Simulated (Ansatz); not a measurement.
# CHF2+ (SMILES F[CH+]F): functionals against CCSD(T) at one geometry

The task here is to estimate one member of a computed series from the others.

Method: single points in def2-TZVPP; program: Ansatz 0.2.0, Gaussian basis.

Cores are frozen in the correlated methods.

## Where the work starts

SMILES `F[CH+]F`, 4 atoms, charge 1, spin multiplicity 1.

Atoms are counted from 1 here; the program's logs count them from 0.

Bond lengths: F1–C2 1.201 Å, C2–F3 1.207 Å, C2–H4 1.101 Å. Angles: F1–C2–F3 119.6°, F1–C2–H4 121.1°, F3–C2–H4 119.3°.

Geometry (Å):

```
F    -1.0480    0.5564   -0.1387
C     0.0167    0.0203    0.0082
F     0.1092   -1.1724   -0.1486
H     0.9114    0.5980    0.2894
```

The first run:

run/in.yaml reads:

```yaml
crystal:
  periodic: [false, false, false]
  atoms:
    - {symbol: F, position_ang: [-1.048000, 0.556400, -0.138700]}
    - {symbol: C, position_ang: [0.016700, 0.020300, 0.008200]}
    - {symbol: F, position_ang: [0.109200, -1.172400, -0.148600]}
    - {symbol: H, position_ang: [0.911400, 0.598000, 0.289400]}
basis:
  gaussian: {orbitals: def2-TZVPP}
total_charge: 1
correlation: {method: ccsd_t}
output: {forces: true}
```

No record of the launch command was kept for these runs.

Among the steps run: CCSD(T)/def2-TZVPP; PBE0-D4/def2-TZVPP; wB97M-V/def2-TZVPP; r2SCAN-D4/def2-TZVPP; PBE-D4/def2-TZVPP; CAM-B3LYP-D4/def2-TZVPP; B97M-V/def2-TZVPP.

One table of the session follows, with a row left open; its other results are not shown here.

| method | RMS force component (eV/Å) | angle to CCSD(T) forces (°) |
| --- | --- | --- |
| CCSD(T) | 1.239 | reference |
| PBE0-D4 | 1.032 | 2.3 |
| wB97M-V | 1.207 | 1.3 |
| r2SCAN-D4 | ? | ? |
| PBE-D4 | 1.556 | 7.6 |
| CAM-B3LYP-D4 | 1.074 | 2.2 |
| B97M-V | 1.094 | 5.7 |

Estimate the missing values for r2SCAN-D4.

**Answer.** RMS force component (eV/Å): 1.256; angle to CCSD(T) forces (°): 2.3. In the column «RMS force component (eV/Å)» it lies between CCSD(T) (1.239) and PBE-D4 (1.556).
